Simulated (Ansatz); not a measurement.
CH₆BSi (`C[B][SiH3]`) radical, relaxed with UKS PBE0-D4/def2-TZVP in Ansatz 0.2.0 from a PBE-D4/def2-SVP geometry. The force threshold is 0.005 eV/Å; the program also tests the step.

Total charge 0; spin multiplicity 2.

Start:

```xyz
9

C     0.671    0.900    1.288
B    -0.307   -0.030    0.549
Si   -0.645   -0.923   -1.194
H     1.738    0.814    0.980
H     0.595    0.900    2.396
H     0.340    1.919    0.953
H    -0.856   -2.394   -0.927
H     0.398   -0.814   -2.290
H    -1.935   -0.373   -1.754
```

| step | energy (eV) | largest force (eV/Å) | largest move (Å) |
| --- | --- | --- | --- |
| 1 | -9681.3673 | 0.415 | 0.000 |
| 2 | -9681.3933 | 0.114 | 0.027 |
| 3 | -9681.3954 | 0.012 | 0.007 |
| 4 (rejected) | -9681.3953 | 0.030 | 0.011 |
| 5 | -9681.3954 | 0.009 | 0.005 |
| 6 | -9681.3954 | 0.006 | 0.003 |
| 7 | -9681.3954 | 0.002 | 0.001 |

End:

```xyz
9

C     0.663    0.901    1.275
B    -0.304   -0.033    0.543
Si   -0.645   -0.923   -1.190
H     1.713    0.801    0.975
H     0.589    0.892    2.366
H     0.350    1.909    0.950
H    -0.843   -2.376   -0.924
H     0.394   -0.802   -2.262
H    -1.917   -0.369   -1.734
```

It took 21 s on 2 threads of a server CPU on a shared host, with 0.29 GiB of host memory at the peak.
